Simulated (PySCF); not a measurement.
PySCF job for fluoromethane cation (CH3F), SMILES CF (connectivity only; charge and spin as stated), charge +1, multiplicity 2, B3LYP-D3(BJ)/def2-TZVP. Coordinates come from a B3LYP-D3(BJ)/def2-TZVP optimisation. The multiplicity is an assumed one; other spin states were not compared.

```python
import numpy as np
from pyscf import gto, scf, dft, df
from pyscf.hessian import thermo

mol = gto.M(
    atom='''
    C     0.08282064    0.56631507   -0.00000000
    F    -0.01876715   -0.71674133    0.00000000
    H     1.08862672    0.97937042   -0.00000000
    H    -0.70832311    1.03670558   -0.72466900
    H    -0.70832311    1.03670558    0.72466900
    ''',
    basis='def2-TZVP',
    charge=1,
    spin=1,
    max_memory=1600,
    verbose=3,
)
mf = dft.UKS(mol, xc='b3lyp').density_fit(auxbasis='def2-universal-jkfit')
mf.disp = 'd3bj'
mf.grids.level = 3
mf.conv_tol = 1e-11
mf.max_cycle = 100
mf.kernel()
fine, coarse = mf.grids, dft.Grids(mol).set(level=1).build(with_non0tab=True)
for _ in range(3):  # follow internal instabilities
    mf.grids = coarse
    mo, _, stable, _ = mf.stability(return_status=True, nroots=4)
    mf.grids = fine
    if stable:
        break
    mf.kernel(mf.make_rdm1(mo, mf.mo_occ))

# [left out here: the lines that compute and print the analytic Hessian (its translational invariance restored by hand, since the grid's response is missing), thermochemistry and intensities]
```

It prints:

```

WARN: HOMO -0.310821668488526 >= LUMO -0.310821668488515

converged SCF energy = -139.352128319776  <S^2> = 0.75332831  2S+1 = 2.0033255
<class 'pyscf.df.df_jk.DFUKS'> wavefunction is stable in the internal stability analysis

WARN: DFTD3 does not support analytical Hessian, using finite difference


WARN: Mole.unit (angstrom) is changed to Bohr

Mode                                 0                   1                   2
Irrep
Freq [cm^-1]                      766.3684            962.8981            991.2268
Reduced mass [au]                   1.4213              1.0285              1.1311
Force const [Dyne/A]                0.4918              0.5618              0.6548
Char temp [K]                    1102.6335           1385.3960           1426.1547
Normal mode                   x     y     z       x     y     z       x     y     z
       0   C                -0.00  0.00  0.16   -0.00  0.00  0.02    0.06 -0.08  0.00
       1   F                 0.00 -0.00 -0.03    0.00 -0.00 -0.03   -0.01  0.01 -0.00
       2   H                 0.00 -0.00 -0.65    0.00 -0.00  0.34   -0.06  0.23  0.00
       3   H                 0.09 -0.18 -0.29   -0.28 -0.59 -0.01   -0.29  0.24  0.52
       4   H                -0.09  0.18 -0.29    0.28  0.59 -0.01   -0.29  0.24 -0.52
Mode                                 3                   4                   5
Irrep
Freq [cm^-1]                     1070.9250           1304.0547           1458.9827
Reduced mass [au]                   1.2919              3.1944              1.3065
Force const [Dyne/A]                0.8730              3.2006              1.6385
Char temp [K]                    1540.8226           1876.2444           2099.1513
Normal mode                   x     y     z       x     y     z       x     y     z
       0   C                 0.12  0.03  0.00    0.03  0.16 -0.00    0.00  0.13  0.00
       1   F                -0.05  0.02  0.00   -0.02 -0.14  0.00    0.01 -0.04 -0.00
       2   H                -0.00  0.35 -0.00   -0.08  0.44  0.00    0.32 -0.64  0.00
       3   H                -0.18 -0.54 -0.00    0.05  0.17 -0.00   -0.29 -0.09  0.16
       4   H                -0.18 -0.54  0.00    0.05  0.17  0.00   -0.29 -0.09 -0.16
Mode                                 6                   7                   8
Irrep
Freq [cm^-1]                     2154.6117           2521.5229           3183.7712
Reduced mass [au]                   1.0275              1.0802              1.1006
Force const [Dyne/A]                2.8103              4.0465              6.5730
Char temp [K]                    3100.0066           3627.9100           4580.7379
Normal mode                   x     y     z       x     y     z       x     y     z
       0   C                -0.00  0.00  0.04   -0.06  0.04 -0.00    0.08  0.03  0.00
       1   F                 0.00  0.00  0.01    0.00  0.00 -0.00   -0.00 -0.00  0.00
       2   H                -0.00  0.00  0.15   -0.14 -0.06 -0.00   -0.88 -0.35  0.00
       3   H                -0.50  0.29 -0.37    0.44 -0.24  0.44   -0.05  0.02 -0.05
       4   H                 0.50 -0.29 -0.37    0.44 -0.24 -0.44   -0.05  0.02  0.05
temperature 298.1500 [K]
pressure 101325.00 [Pa]
Rotational constants [GHz] 151.45448 29.03164 27.13106
Symmetry number 1
Zero-point energy (ZPE) 0.03284 [Eh]   86217.028 [J/mol]
                           tot       elec      trans        rot        vib
Entropy [J/mol/K]       238.385      5.763    152.738     77.567      2.317
Cv [J/mol/K]             33.566      0.000     12.472     12.472      8.622
Cp [J/mol/K]             41.880      0.000     20.786     12.472      8.622
Internal energy [J/mol]                      3718.434   3718.434  86780.036
Internal energy [Eh]   -139.31624  -139.35213
Enthalpy [J/mol]                             6197.391   3718.434  86780.036
Enthalpy [Eh]          -139.31530
Gibbs free energy [J/mol]                  -39341.368 -19408.125  86089.121
Gibbs free energy [Eh] -139.34237
mode   freq/cm-1   IR/(km/mol)
   1      766.37       107.063
   2      962.90        15.094
   3      991.23       110.876
   4     1070.92        49.258
   5     1304.05       102.915
   6     1458.98        14.465
   7     2154.61       189.856
   8     2521.52       101.308
   9     3183.77        34.614
max |gradient| / (hartree/bohr): 1.1769612611209884e-05
APT charges: [ 0.2847 -0.1233  0.1869  0.3259  0.3259]
```

Self-consistency was reached.

Cost: roughly 25 core-seconds.
